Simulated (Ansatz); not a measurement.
# One shape, several levels: the pair HS2···H

Wanted: a comparison of 6 runs (UHF/STO-3G, B2PLYP/STO-3G, RPA@PBE/STO-3G, UMP2/STO-3G, CCSDT(Q)/STO-3G, CCSD/STO-3G) of the pair HS2···H. 

Program for the calculation: Ansatz 0.2.0.

29 further runs of the same task are left out: 29 set aside as unsound or not needed.

**1. The molecule**

H2S2 has 4 atoms, charge 0, and is taken as a singlet. The H4–S2 distance was set to 2.680 Å, away from the relaxed value.

Bond lengths: S1–S2 2.045 Å, S1–H3 1.340 Å. Angles: S2–S1–H3 98.1°.

**2. The energy at UHF/STO-3G (run 1)**

The input, in.yaml:

```yaml
crystal:
  periodic: [false, false, false]
  atoms:
    - symbol: S
      position_ang: [-0.992898, 0.333517, -1.766247]
    - symbol: S
      position_ang: [-0.988028, 1.562847, -0.131627]
    - symbol: H
      position_ang: [0.141362, 0.767487, -2.332037]
    - symbol: H
      position_ang: [0.143010, -0.127830, 1.612990]
basis:
  gaussian:
    orbitals: STO-3G
magnetization:
  spin_polarized: true
hamiltonian:
  xc: hf
accuracy: high
```

Run with:

```
$ ansatz run in.yaml --threads 1 --pin off --max-ram 2610MiB --events-out events.jsonl --progress --plain --runs-dir runs
```

Output:

```text
Warning: RAYON_NUM_THREADS=1 ignored (pool sized by the plan → 1); use --threads N
Functional definition: HF
  name "HF"
  exchange = exact_x
  correlation = 0
341 factors; integrals over basis functions are off by at most 1.4e-8 eV
mean field evaluation 1: about -21419.2482 eV, gradient 1.1e1 eV
mean field evaluation 2: about -21419.2820 eV, gradient 1.1e1 eV
mean field evaluation 4: about -21421.2826 eV, gradient 2.4e0 eV
mean field evaluation 8: about -21421.3899 eV, gradient 6.1e-4 eV
mean field evaluation 16: about -21421.3885 eV, gradient 8.7e-4 eV
mean field evaluation 32: about -21425.5166 eV, gradient 3.1e-2 eV
mean field evaluation 64: about -21424.9755 eV, gradient 2.1e-1 eV
mean field evaluation 96: about -21425.5066 eV, gradient 2.7e-2 eV
mean field evaluation 128: about -21421.3885 eV, gradient 7.5e-5 eV
mean field -21425.50664645 eV, -787.3728465271 hartree, gradient 1.3e-8 eV, S^2 0.976888; 6 other end points of the search recorded, 0 dependent functions left out
reference -21425.50664645 eV, -787.3728465271 hartree; 17, 17 occupied and 3, 3 virtual orbitals, 341 factors
Total energy: -21425.50664645 eV, -787.3728465271 hartree
```

Wall time 0.38 s (1 thread of Arm Neoverse V1, shared host).

**3. The energy at B2PLYP/STO-3G (run 2)**

in.yaml: that of step 2 with these lines changed.

```diff
@@ -1 +1,3 @@
+basis:
+  gaussian: {orbitals: STO-3G}
 crystal:
@@ -11,9 +13,4 @@
       position_ang: [0.143010, -0.127830, 1.612990]
-basis:
-  gaussian:
-    orbitals: STO-3G
-magnetization:
-  spin_polarized: true
-hamiltonian:
-  xc: hf
+hamiltonian: {xc: {name: B2PLYP}}
+correlation: {frozen_orbitals: {H: 0, S: 5}}
 accuracy: high
```

Run with:

```
$ ansatz run in.yaml --threads 1 --pin off --max-ram 2610MiB --events-out events.jsonl --progress --plain --runs-dir runs
```

Output, shortened:

```text
Warning: RAYON_NUM_THREADS=1 ignored (pool sized by the plan → 1); use --threads N
Functional definition: B2PLYP
  name "B2PLYP"
[...]
341 factors; integrals over basis functions are off by at most 1.4e-8 eV
[...]
mean field -21447.08165067 eV, -788.1657133082 hartree, gradient 2.1e-8 eV, S^2 0.000000; 0 other end points of the search recorded, 0 dependent functions left out; unrestricted orbitals would lower it
10 core orbitals not correlated: weight in the atoms' cores, before any rotation towards them, 1.000 or more for the frozen orbitals, at most 0.000 for the correlated occupied ones
reference -21447.08166783 eV, -788.1657139387 hartree; 7, 7 occupied and 3, 3 virtual orbitals, 341 factors
second order -5.53622224 eV of doubles, -0.00000000 eV of singles
Total energy: -21448.57644784 eV, -788.2206460907 hartree
```

It took 1.5 s on 1 thread of Arm Neoverse V1, shared host; peak memory 0.094 GiB.

Runs 3 to 4 aren't shown in full; the table further down has their settings and results.

**4. The energy at CCSDT(Q)/STO-3G (run 5)**

The input, run.yaml:

```yaml
basis:
  gaussian:
    orbitals: STO-3G
crystal:
  periodic: [false, false, false]
  atoms:
    - {symbol: S, position_ang: [-0.992898, 0.333517, -1.766247]}
    - {symbol: S, position_ang: [-0.988028, 1.562847, -0.131627]}
    - {symbol: H, position_ang: [0.141362, 0.767487, -2.332037]}
    - {symbol: H, position_ang: [0.143010, -0.127830, 1.612990]}
magnetization:
  spin_polarized: false
correlation:
  method: ccsdt_q
  frozen_orbitals: {H: 0, S: 5}
accuracy: high
scf:
  omitted_lower_state_checks: [cluster_reference, increment]
```

Run with:

```
$ ansatz run run.yaml --threads 1 --pin off --max-ram 2610MiB --events-out events.jsonl --progress --plain --runs-dir runs
```

Output:

```text
Warning: RAYON_NUM_THREADS=1 ignored (pool sized by the plan → 1); use --threads N
[... 12 lines left out ...]
10 core orbitals not correlated: weight in the atoms' cores, before any rotation towards them, 1.000 or more for the frozen orbitals, at most 0.000 for the correlated occupied ones
[... 40 lines left out ...]
WARN: these amplitudes may be one of several solutions (largest doubles amplitude 0.68, level shift 8.71 eV)
Total energy: -21427.14771995 eV, -787.4331548658 hartree
Checks for a lower state left out: cluster_reference, increment
```

It took 0.3 s on 1 thread of Arm Neoverse V1, shared host.

**5. A single-point energy at CCSD/STO-3G (run 6)**

The input, molecule.yaml:

```yaml
crystal:
  periodic: [false, false, false]
  atoms:
    - {symbol: S, position_ang: [-0.992898, 0.333517, -1.766247]}
    - {symbol: S, position_ang: [-0.988028, 1.562847, -0.131627]}
    - {symbol: H, position_ang: [0.141362, 0.767487, -2.332037]}
    - {symbol: H, position_ang: [0.143010, -0.127830, 1.612990]}
basis:
  gaussian: {orbitals: STO-3G}
correlation: {method: ccsd, frozen_orbitals: {H: 0, S: 5}}
accuracy: high
scf: {omitted_lower_state_checks: [cluster_reference, increment]}
```

Run with:

```
$ ansatz run molecule.yaml --threads 1 --pin off --max-ram 2610MiB --events-out events.jsonl --progress --plain --runs-dir runs
```

Output:

```text
Warning: RAYON_NUM_THREADS=1 ignored (pool sized by the plan → 1); use --threads N
[... 12 lines left out ...]
10 core orbitals not correlated: weight in the atoms' cores, before any rotation towards them, 1.000 or more for the frozen orbitals, at most 0.000 for the correlated occupied ones
[... 35 lines left out ...]
WARN: these amplitudes may be one of several solutions (largest doubles amplitude 0.65, level shift 8.71 eV)
Total energy: -21427.00610056 eV, -787.4279504492 hartree
Checks for a lower state left out: cluster_reference, increment
```

It took 0.22 s on 1 thread of Arm Neoverse V1, shared host.

**6. The series**

| run | level | frozen core orbitals | energy (Eh) | wall time |
| --- | --- | --- | --- | --- |
| 1 | UHF/STO-3G | – | -787.372847 | 0.38 s |
| 2 | B2PLYP/STO-3G | 10 | -788.220646 | 1.5 s |
| 3 | RPA@PBE/STO-3G | 10 | -787.450035 | 2.1 s |
| 4 | UMP2/STO-3G | 10 | -787.409586 | 0.43 s |
| 5 | CCSDT(Q)/STO-3G | 10 | -787.433155 | 0.3 s |
| 6 | CCSD/STO-3G | 10 | -787.427950 | 0.22 s |

**7. Outcome**

```
                                           quantity          value
                                run 6: total energy  -787.42795 Eh
run 6: correlation energy (10 core orbitals frozen)     -206.4 mEh
                               run 6: T1 diagnostic          0.018
```

In words: Below the UHF energy at the same shape and in the same basis (STO-3G): UMP2 -36.7 mEh; CCSDT(Q) -60.3 mEh; CCSD -55.1 mEh. Some of these start from another determinant than that one, so these aren't their correlation energies. In runs 2, 3, 5, 6 the log says that unrestricted orbitals would lower the reference, so the values rest on an unstable closed-shell determinant (other closed-shell runs at this shape may share the fault). In runs 1, 2, 3, 4, 5, 6 the basis is minimal, so the values are rough. In runs 2, 3, 6 a closed-shell determinant meets a far-stretched bond, which it describes badly. Spin contamination of the reference: run 1 ⟨S²⟩ = 0.98, run 4 ⟨S²⟩ = 0.98. Where it is this large, the reference is a mixture of spin states, and values that rest on it are in doubt. All runs together took 4.9 s, the longest 2.1 s.
